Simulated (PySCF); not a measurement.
## Basis set benchmark on one molecule

Molecule: SMILES CCCN(C)C, C5H13N.

Molfile (atoms numbered from 1):
```
C5H13N
     RDKit          3D

 19 18  0  0  0  0  0  0  0  0999 V2000
    2.5371    0.7992    0.6842 C   0  0  0  0  0  0  0  0  0  0  0  0
    1.0520    0.9783    0.4167 C   0  0  0  0  0  0  0  0  0  0  0  0
    0.3806   -0.3140   -0.0257 C   0  0  0  0  0  0  0  0  0  0  0  0
   -0.9915   -0.1541   -0.4517 N   0  0  0  0  0  0  0  0  0  0  0  0
   -1.8851    0.2395    0.6062 C   0  0  0  0  0  0  0  0  0  0  0  0
   -1.4794   -1.3064   -1.1625 C   0  0  0  0  0  0  0  0  0  0  0  0
    2.7157    0.0566    1.4788 H   0  0  0  0  0  0  0  0  0  0  0  0
    3.0047    1.7423    1.0047 H   0  0  0  0  0  0  0  0  0  0  0  0
    3.0707    0.4538   -0.2159 H   0  0  0  0  0  0  0  0  0  0  0  0
    0.8860    1.7351   -0.3683 H   0  0  0  0  0  0  0  0  0  0  0  0
    0.5657    1.3667    1.3271 H   0  0  0  0  0  0  0  0  0  0  0  0
    0.9455   -0.7204   -0.8820 H   0  0  0  0  0  0  0  0  0  0  0  0
    0.4727   -1.0751    0.7884 H   0  0  0  0  0  0  0  0  0  0  0  0
   -2.8978    0.3927    0.2025 H   0  0  0  0  0  0  0  0  0  0  0  0
   -1.5662    1.1898    1.0575 H   0  0  0  0  0  0  0  0  0  0  0  0
   -1.9593   -0.5170    1.4227 H   0  0  0  0  0  0  0  0  0  0  0  0
   -0.8271   -1.5292   -2.0214 H   0  0  0  0  0  0  0  0  0  0  0  0
   -2.4912   -1.1115   -1.5508 H   0  0  0  0  0  0  0  0  0  0  0  0
   -1.5329   -2.2264   -0.5341 H   0  0  0  0  0  0  0  0  0  0  0  0
  1  2  1  0
  2  3  1  0
  3  4  1  0
  4  5  1  0
  4  6  1  0
  1  7  1  0
  1  8  1  0
  1  9  1  0
  2 10  1  0
  2 11  1  0
  3 12  1  0
  3 13  1  0
  5 14  1  0
  5 15  1  0
  5 16  1  0
  6 17  1  0
  6 18  1  0
  6 19  1  0
M  END
```

Geometry PBE0-D3(BJ)/def2-SVP throughout; GIAO in PySCF, gas phase, one conformer, non-relativistic; equivalent atoms averaged; functional PBE0.

Reference values (measured; solution, not stated per compound (mostly CDCl3 or CCl4); Pretsch, Buehlmann, Badertscher, Structure Determination of Organic Compounds, 4th ed. (2009)): δ(C3) = 61.8 ppm, δ(C2) = 20.6 ppm, δ(C1) = 11.9 ppm. Computed shifts are taken against TMS, calculated as an isolated molecule at each level.

Task: How do the basis sets STO-3G, 6-31G, pcSseg-0, 6-31G*, def2-SVP, cc-pVDZ, pcSseg-1, 6-311+G(2d,p), aug-cc-pVDZ, def2-TZVP perform against the reference? Times are CPU seconds on shared hosts with different chips, so compare them loosely.

Result: 
| basis set | functions | C3 | C2 | C1 | mean abs. error C | core-s |
| --- | --- | --- | --- | --- | --- | --- |
| STO-3G | 43 | 48.1 | 24.4 | 19.7 | 8.4 | 3.3 |
| 6-31G | 80 | 58.6 | 23.1 | 14.2 | 2.7 | 6.7 |
| pcSseg-0 | 80 | 62.4 | 23.7 | 15.1 | 2.3 | 7.9 |
| 6-31G* | 110 | 57.7 | 22.6 | 13.6 | 2.6 | 9.2 |
| def2-SVP | 149 | 59.3 | 22.7 | 13.3 | 2.0 | 13 |
| cc-pVDZ | 149 | 61.4 | 25.3 | 14.4 | 2.5 | 19 |
| pcSseg-1 | 167 | 62.1 | 24.7 | 13.6 | 2.0 | 23 |
| 6-311+G(2d,p) | 240 | 61.8 | 24.9 | 12.8 | 1.7 | 26 |
| aug-cc-pVDZ | 255 | 60.7 | 25.5 | 13.1 | 2.4 | 41 |
| def2-TZVP | 264 | 63.3 | 25.7 | 13.5 | 2.7 | 31 |

For 13C the closest is 6-311+G(2d,p) (1.7 ppm, with def2-SVP practically level) and the furthest STO-3G (8.4 ppm). Where a smaller basis beats a larger one, errors probably cancel. One molecule is a small sample, and vibrational and solvent effects are absent from the calculation.

A small basis that lands close on one nucleus may do so by chance; judge by the trend and by all nuclei.
